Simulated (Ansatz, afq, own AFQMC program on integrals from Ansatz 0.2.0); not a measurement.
## Atomization energy of MgPH$_{2}$, quartet

```xyz
4

P     0.0000    0.0778    1.1641
Mg    0.0000    0.0174   -1.5257
H     0.0000   -1.2430    1.6870
H     0.0000   -1.5672   -0.6685
```

Connectivity, by distances: PH–MgH.

Atoms in their ground-state spins without spin–orbit coupling (mostly on UHF) minus the molecule (UHF), without zero-point energy. The geometry is a stationary point, not shown to be a minimum.

Basis cc-pVDZ. Only valence electrons are correlated. Integrals, coupled cluster, full CI and functionals: Ansatz 0.2.0; the random walks run on the same integrals in our own AFQMC program. ph-AFQMC/CISD is guided by a CISD state made of CCSD amplitudes; releasing the constraint for a short imaginary time cuts its bias at the price of noise, slowly where states lie close. Free AFQMC starts from the CCSD state and is never constrained. Its projection time is finite, and what remains of the start isn't in its error. ± is one standard error of the sampling. The errors of all members are added in quadrature.

No full CI on the walks' own integrals is used here; CCSDT(Q) serves as the reference and is uncertain by about the last step of the cluster series. Each member takes its own surest rung, up to full CI.

The best estimate is CCSD(T) at the basis-set limit (CBS: def2-TZVPP and def2-QZVPP, with their diffuse functions for anions and beside diffuse sets, MP2 extrapolated, CCSD(T) minus MP2 from TZVPP) plus the step from CCSD(T) to CCSDT(Q) in cc-pVDZ. Rows without CBS are in cc-pVDZ; B2PLYP and the wave-function rows carry a basis error of their own. Core correlation and relativity beyond core potentials are missing, and ± holds the sampling alone.

Cautions: MgPH₂ (quartet): lower spins were not checked, its ph-AFQMC/CISD value lies 25 ± 8 meV above CCSDT(Q).

Best estimate: 111.2 kcal/mol.

```csv
level,atomization energy (kcal/mol),error against the best estimate (kcal/mol)
HF,69.0,-42.2
MP2,89.6,-21.6
CCSD,91.2,-20.0
CCSD(T),93.0,-18.2
CCSDT,93.5,-17.7
CCSDT(Q),93.6,-17.7
ph-AFQMC/CISD,93.0 ± 0.2,-18.2 ± 0.2
released AFQMC,93.6 ± 0.3,-17.7 ± 0.3
free AFQMC,93.3 ± 0.3,-17.9 ± 0.3
HF/CBS,74.3,-36.9
MP2/CBS,106.0,-5.3
CCSD(T)/CBS,110.7,-0.5
```

Correlation beyond CCSD(T) adds 0.5 kcal/mol. Going to the basis-set limit adds 17.7 kcal/mol at CCSD(T). The perturbative (T) step is worth +1.8 kcal/mol.

Best estimates are given only where the step beyond CCSD(T) is under 0.3 eV and no member's determinant is very poor (T1 over 0.05, or 0.07 for open shells, ⟨S²⟩ too high by 0.3, two states mixed), so the hardest cases are missing from such tables.

CCSDT and higher add their correlation energy to the determinant of the CCSD(T) run, since their own runs factorise the integrals more tightly (a shift of under 2 meV). Free projections are given only where their last times agree within the noise and don't stop above the reference; a slow remainder of the start can still hide under it. Each member of a difference takes its own highest rung, so a best estimate needn't equal the limit plus the step of one row. A walk keeps the symmetry of its determinant, which the program's search chose and which needn't be the lowest solution, so a lower state of the same spin and another symmetry isn't excluded. Released energies are given only where the last usable release times agree within the noise; a slower fall can still hide under it.
